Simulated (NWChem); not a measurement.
Program: NWChem. System: Li2, charge 0, spin multiplicity 3, at the geometry of a parent with another charge or spin, in a state set for the comparison that need not be this species' ground state. Its SCF solution wasn't tested for a lower state. Level: UHF/def2-TZVP.

Job file:

```
start mol
memory heap 200 mb stack 900 mb global 1100 mb
geometry units angstroms nocenter noautoz
  Li     0.000000     0.000000     1.393559
  Li     0.000000     0.000000    -1.393559
  symmetry group D2h
end
basis spherical
  * library def2-tzvp
end
scf
  uhf
  nopen 2
  maxiter 100
  thresh 1e-7
  semidirect memsize 60000000 filesize 0
  # guess.movecs holds the orbitals of an unrestricted PBE0 run
  vectors input guess.movecs output mol.movecs
end
task scf energy
```

Part of the output:

```
             Northwest Computational Chemistry Package (NWChem) 7.3.0
             --------------------------------------------------------

                                NWChem Input Module
                                -------------------

 Scaling coordinates for geometry "geometry" by  1.889725989
 (inverse scale =  0.529177249)

 Turning off AUTOSYM since
 SYMMETRY directive was detected!

                             Geometry "geometry" -> ""
                             -------------------------

 Output coordinates in angstroms (scale by  1.889725989 to convert to a.u.)

  No.       Tag          Charge          X              Y              Z
 ---- ---------------- ---------- -------------- -------------- --------------
    1 Li                   3.0000     0.00000000     0.00000000     1.39355900
    2 Li                   3.0000     0.00000000     0.00000000    -1.39355900

 Effective nuclear repulsion energy (a.u.)       1.7087885195

            Nuclear Dipole moment (a.u.)
            ----------------------------
        X                 Y               Z
 ---------------- ---------------- ----------------
     0.0000000000     0.0000000000     0.0000000000

      Symmetry information
      --------------------

 Group name             D2h
 Group number             26
 Group order               8
 No. of unique centers     1

      Symmetry unique atoms

     1


 Summary of "ao basis" -> "" (spherical)
 ------------------------------------------------------------------------------
       Tag                 Description            Shells   Functions and Types
 ---------------- ------------------------------  ------  ---------------------
 *                         def2-tzvp                  on all atoms

 Summary of "ao basis" -> "ao basis" (spherical)
 ------------------------------------------------------------------------------
       Tag                 Description            Shells   Functions and Types
 ---------------- ------------------------------  ------  ---------------------
 Li                        def2-tzvp                 8       14   5s3p

                                 NWChem SCF Module
                                 -----------------

  ao basis        = "ao basis"
  functions       =    28
  atoms           =     2
  alpha electrons =     4
  beta  electrons =     2
  charge          =   0.00
  wavefunction    = UHF
  use symmetry    = T
  symmetry adapt  = T

 Summary of "ao basis" -> "ao basis" (spherical)
 ------------------------------------------------------------------------------
       Tag                 Description            Shells   Functions and Types
 ---------------- ------------------------------  ------  ---------------------
 Li                        def2-tzvp                 8       14   5s3p

      Symmetry analysis of basis
      --------------------------

        ag          8
        au          0
        b1g         0
        b1u         8
        b2g         3
        b2u         3
        b3g         3
        b3u         3

 Forming initial guess at       0.0s

   Symmetry analysis of molecular orbitals - initial alpha
   -------------------------------------------------------

  Numbering of irreducible representations:

     1 ag          2 au          3 b1g         4 b1u         5 b2g
     6 b2u         7 b3g         8 b3u

  Orbital symmetries:

     1 ag          2 b1u         3 ag          4 b1u         5 b2u
     6 b3u         7 ag          8 b3g         9 b2g        10 ag
[...]
 Vector    3  Occ=1.000000D+00  E=-2.650298D-01  Symmetry=ag
              MO Center=  3.1D-49, -9.4D-50,  1.2D-16, r^2= 4.5D+00
   Bfn.  Coefficient  Atom+Function         Bfn.  Coefficient  Atom+Function
  ----- ------------  ---------------      ----- ------------  ---------------
     4      0.428494  1 Li s                 18      0.428494  2 Li s
     5      0.177253  1 Li s                 19      0.177253  2 Li s

 Vector    4  Occ=1.000000D+00  E=-1.529580D-01  Symmetry=b1u
              MO Center=  4.0D-14,  2.7D-15,  1.5D-14, r^2= 1.0D+01
   Bfn.  Coefficient  Atom+Function         Bfn.  Coefficient  Atom+Function
  ----- ------------  ---------------      ----- ------------  ---------------
     5      0.657354  1 Li s                 19     -0.657354  2 Li s
     4      0.379404  1 Li s                 18     -0.379404  2 Li s

 Vector    5  Occ=0.000000D+00  E= 1.848438D-02  Symmetry=ag
              MO Center= -1.6D-29,  1.1D-29, -1.4D-14, r^2= 1.0D+01
   Bfn.  Coefficient  Atom+Function         Bfn.  Coefficient  Atom+Function
  ----- ------------  ---------------      ----- ------------  ---------------
    11      0.556227  1 Li pz                25     -0.556227  2 Li pz
     5      0.421241  1 Li s                 19      0.421241  2 Li s

 Vector    6  Occ=0.000000D+00  E= 1.982149D-02  Symmetry=b3u
              MO Center= -4.7D-31,  5.7D-46,  2.5D-17, r^2= 6.9D+00
   Bfn.  Coefficient  Atom+Function         Bfn.  Coefficient  Atom+Function
  ----- ------------  ---------------      ----- ------------  ---------------
     9      0.567830  1 Li px                23      0.567830  2 Li px

 Vector    7  Occ=0.000000D+00  E= 1.982149D-02  Symmetry=b2u
              MO Center=  1.5D-43,  2.1D-30,  2.5D-17, r^2= 6.9D+00
   Bfn.  Coefficient  Atom+Function         Bfn.  Coefficient  Atom+Function
  ----- ------------  ---------------      ----- ------------  ---------------
    10      0.567830  1 Li py                24      0.567830  2 Li py

                     UHF Final Beta Molecular Orbital Analysis
                     -----------------------------------------

 Vector    2  Occ=1.000000D+00  E=-2.473771D+00  Symmetry=b1u
              MO Center=  6.4D-18,  9.5D-19,  2.7D-16, r^2= 2.1D+00
   Bfn.  Coefficient  Atom+Function         Bfn.  Coefficient  Atom+Function
  ----- ------------  ---------------      ----- ------------  ---------------
     2      0.463021  1 Li s                 16     -0.463021  2 Li s
     1      0.170373  1 Li s                 15     -0.170373  2 Li s
     3      0.156111  1 Li s                 17     -0.156111  2 Li s

 Vector    3  Occ=0.000000D+00  E= 1.851516D-03  Symmetry=ag
              MO Center=  4.5D-31, -2.3D-30,  2.9D-16, r^2= 7.9D+00
   Bfn.  Coefficient  Atom+Function         Bfn.  Coefficient  Atom+Function
  ----- ------------  ---------------      ----- ------------  ---------------
     5      0.555352  1 Li s                 19      0.555352  2 Li s

 Vector    4  Occ=0.000000D+00  E= 4.366958D-02  Symmetry=b1u
              MO Center= -1.7D-14,  4.6D-15,  1.6D-14, r^2= 1.5D+01
   Bfn.  Coefficient  Atom+Function         Bfn.  Coefficient  Atom+Function
  ----- ------------  ---------------      ----- ------------  ---------------
     5      1.548733  1 Li s                 19     -1.548733  2 Li s

 Vector    5  Occ=0.000000D+00  E= 7.535753D-02  Symmetry=b3u
              MO Center= -1.1D-29,  3.8D-44,  1.1D-16, r^2= 6.9D+00
   Bfn.  Coefficient  Atom+Function         Bfn.  Coefficient  Atom+Function
  ----- ------------  ---------------      ----- ------------  ---------------
     9      0.571320  1 Li px                23      0.571320  2 Li px

 center of mass
 --------------
 x =   0.00000000 y =   0.00000000 z =   0.00000000

 moments of inertia (a.u.)
 ------------------
          97.312351786978           0.000000000000           0.000000000000
           0.000000000000          97.312351786978           0.000000000000
           0.000000000000           0.000000000000           0.000000000000

  Mulliken analysis of the total density
  --------------------------------------

    Atom       Charge   Shell Charges
 -----------   ------   -------------------------------------------------------
    1 Li   3     3.00   0.36  1.30  0.32  0.52  0.40  0.01  0.10  0.00
    2 Li   3     3.00   0.36  1.30  0.32  0.52  0.40  0.01  0.10  0.00

  Mulliken analysis of the alpha density
  --------------------------------------

    Atom       Charge   Shell Charges
 -----------   ------   -------------------------------------------------------
    1 Li   3     2.00   0.18  0.65  0.14  0.52  0.40  0.01  0.10  0.00
    2 Li   3     2.00   0.18  0.65  0.14  0.52  0.40  0.01  0.10  0.00

   Mulliken analysis of the beta density
   -------------------------------------

    Atom       Charge   Shell Charges
 -----------   ------   -------------------------------------------------------
    1 Li   3     1.00   0.18  0.64  0.18  0.00 -0.00  0.00 -0.00  0.00
    2 Li   3     1.00   0.18  0.64  0.18  0.00 -0.00  0.00 -0.00  0.00

   Mulliken analysis of the spin density
   -------------------------------------

    Atom       Charge   Shell Charges
 -----------   ------   -------------------------------------------------------
    1 Li   3     1.00   0.01  0.01 -0.04  0.51  0.40  0.01  0.10  0.00
    2 Li   3     1.00   0.01  0.01 -0.04  0.51  0.40  0.01  0.10  0.00

       Multipole analysis of the density wrt the origin
       ------------------------------------------------

     L   x y z        total         alpha         beta         nuclear
     -   - - -        -----         -----         ----         -------
     0   0 0 0     -0.000000     -4.000000     -2.000000      6.000000

     1   1 0 0     -0.000000     -0.000000     -0.000000      0.000000
     1   0 1 0     -0.000000     -0.000000     -0.000000      0.000000
     1   0 0 1     -0.000000     -0.000000      0.000000      0.000000

     2   2 0 0    -11.277070    -10.977691     -0.299379      0.000000
     2   1 1 0      0.000000      0.000000      0.000000      0.000000
     2   1 0 1     -0.000000     -0.000000      0.000000      0.000000
     2   0 2 0    -11.277070    -10.977691     -0.299379      0.000000
     2   0 1 1      0.000000      0.000000     -0.000000      0.000000
     2   0 0 2    -17.174899    -44.626431    -14.158653     41.610185

 Task  times  cpu:        0.1s     wall:        0.1s

 Total times  cpu:        0.1s     wall:        0.1s
```
